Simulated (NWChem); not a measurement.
Species: dichloromethane (CH2Cl2); SMILES ClCCl

```xyz
5

Cl     1.4955     0.0000     0.2117
C      0.0000     0.0000    -0.7731
Cl    -1.4955     0.0000     0.2117
H      0.0000     0.8991    -1.3852
H      0.0000    -0.8991    -1.3852
```
Atoms are numbered in this order, from 1.

Program: NWChem. Pople sets run with spherical d functions. The geometry was optimised at B3LYP/6-31G* (spherical d). Level: B3LYP/6-31G* with SMD (1 M gas to 1 M solution), gas-phase geometry.

For solvent n-hexane:

```yaml
solvation free energy (kcal/mol): -3.8
cavity-dispersion-structure term (kcal/mol): -2.0
dipole in solution (D): 2.10
```

### Question
Estimate the same quantities for solvent water.

### Answer
- solvation free energy (kcal/mol) = -2.3
- cavity-dispersion-structure term (kcal/mol) = 1.8
- dipole in solution (D) = 2.43
